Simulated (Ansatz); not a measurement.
```yaml
crystal:
  periodic: [false, false, false]
  atoms:
    - {symbol: C, position_ang: [-0.720955, -0.947199, -0.013990]}
    - {symbol: Si, position_ang: [0.023028, 0.740555, 0.010163]}
    - {symbol: C, position_ang: [0.670299, -0.967282, -0.012270]}
    - {symbol: H, position_ang: [-0.038033, 2.178117, 0.029740]}
basis:
  gaussian: {orbitals: def2-TZVP}
magnetization: {spin_polarized: true, initial_magnetization: 1}
hamiltonian: {xc: pbe0}
relax: {f_tol: 0.004, max_steps: 80}
```

```sh
$ ansatz run in.yaml --threads 1 --pin off --events-out ev --progress --plain --max-ram 2176MiB
```

Steps of the relaxation (energy above the last step; positions in Å, forces in eV/Å):

```
4
step 1, 699.5 meV
C    -0.721   -0.947   -0.014    2.821    1.121    0.019
Si    0.023    0.741    0.010   -0.014   -2.576   -0.035
C     0.670   -0.967   -0.012   -2.670    0.741    0.006
H    -0.038    2.178    0.030   -0.137    0.714    0.010
```

```
4
step 2, 573.1 meV
C    -0.703   -0.931   -0.014    1.405    0.764    0.012
Si    0.035    0.724    0.010    0.108   -1.231   -0.017
C     0.652   -0.973   -0.012   -1.305    0.270    0.002
H    -0.050    2.185    0.030   -0.208    0.197    0.002
```

```
4
step 3, 477.5 meV
C    -0.684   -0.875   -0.013   -0.381    0.122    0.001
Si    0.090    0.703    0.010    0.613    0.710    0.011
C     0.626   -1.000   -0.013    0.212   -0.659   -0.009
H    -0.098    2.177    0.030   -0.444   -0.172   -0.003
```

```
4
step 8, 70.1 meV
C    -0.678   -0.814   -0.212    2.281   -0.343    1.206
Si    0.277    0.734   -0.392    0.274    0.604   -0.440
C     0.502   -0.911    0.321   -2.422   -0.238   -0.890
H    -0.166    1.995    0.296   -0.133   -0.023    0.124
```

```
4
step 9, 239.5 meV
C    -0.652   -0.686   -0.122   -5.028    0.838   -1.249
Si    0.445    0.707   -0.207   -0.157    1.981   -0.019
C     0.464   -1.060    0.167    4.597   -2.010    1.426
H    -0.323    2.043    0.175    0.587   -0.809   -0.158
```

```
4
step 11, 6.4 meV
C    -0.682   -0.721   -0.144    0.289   -0.131    0.089
Si    0.378    0.746   -0.317    0.032   -0.004   -0.053
C     0.497   -1.009    0.240   -0.305    0.052   -0.076
H    -0.259    1.988    0.234   -0.016    0.083    0.040
```

```
4
step 16, 0.0 meV
C    -0.657   -0.784   -0.210    0.000    0.002   -0.001
Si    0.310    0.746   -0.412   -0.003    0.000   -0.001
C     0.473   -0.931    0.330    0.002   -0.002    0.002
H    -0.192    1.973    0.306    0.001    0.000    0.000
```

```
4
step 17, 0.0 meV
C    -0.655   -0.787   -0.213    0.000    0.001   -0.001
Si    0.307    0.746   -0.415   -0.001   -0.001    0.000
C     0.472   -0.928    0.333    0.001   -0.001    0.001
H    -0.189    1.973    0.308    0.000    0.001    0.000
```

Close pairs at the end: C1–C3 1.260 Å, Si2–H4 1.508 Å, C1–Si2 1.822 Å, Si2–C3 1.842 Å.

A stationary point of unrestricted PBE0 after 17 steps, with ⟨S²⟩ = 0.755 against 0.75 for a pure state; no frequencies were run, so it isn't proven a minimum. 71 s on 1 thread of Arm Neoverse V1, shared host.
